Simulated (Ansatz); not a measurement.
C$_{3}$H$_{4}$, SMILES `C1=CC1`. Charge 0, multiplicity 1. The structure was optimised at the PBE0-D4/def2-TZVP level.

```xyz
7

C     0.574    0.176    0.639
C    -0.136   -0.827    0.258
C    -0.278    0.414   -0.570
H     1.286    0.606    1.322
H    -0.450   -1.848    0.389
H    -1.181    1.019   -0.483
H     0.185    0.460   -1.556
```

Question: What is the dipole moment at B3LYP/def2-TZVPP? (Estimate.)

Answer: Computed: 0.48 D, with components (0.18, -0.26, 0.36) D in this frame, pointing from negative to positive charge.

Question: And with PBE, r2SCAN, ωB97M-V? (Best estimate.)

Answer: Ansatz gave: PBE 0.49 D, r2SCAN 0.50 D, ωB97M-V 0.51 D.

Question: Give the Mulliken charges with B3LYP, PBE, r2SCAN in def2-TZVPP. (An estimate is asked.)

Answer: Ansatz gave: 
| atom | B3LYP | PBE | r2SCAN |
| --- | --- | --- | --- |
| C1 | -0.16 | -0.14 | -0.13 |
| C2 | -0.16 | -0.14 | -0.13 |
| C3 | -0.18 | -0.18 | -0.09 |
| H4 | 0.18 | 0.16 | 0.14 |
| H5 | 0.18 | 0.16 | 0.14 |
| H6 | 0.08 | 0.07 | 0.04 |
| H7 | 0.08 | 0.07 | 0.04 |

B3LYP here is the variant with VWN-RPA as its local correlation; programs differ in this.
